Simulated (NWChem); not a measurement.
**Ionisation of C (+1)**

```
C
```
Charge +1, spin multiplicity 2.

The numbers come from NWChem runs, not from measurements.

Basis set: def2-TZVP. −ε marks an orbital energy of the parent.

B3LYP has NWChem's definition, with VWN1-RPA local correlation. No SCF solution was tested for a lower state.

Order these methods by the first vertical ionisation energy they give, lowest first: −ε(alpha HOMO) of B3LYP, −ε(alpha HOMO) of PBE0, −ε(alpha HOMO) of PBE, G0W0@PBE0, −ε(alpha HOMO) of LC-wPBE (omega 0.3 per bohr).

−ε(alpha HOMO) of PBE (17.95 eV), −ε(alpha HOMO) of B3LYP (19.56 eV), −ε(alpha HOMO) of PBE0 (19.79 eV), −ε(alpha HOMO) of LC-wPBE (omega 0.3 per bohr) (22.01 eV), G0W0@PBE0 (24.07 eV)
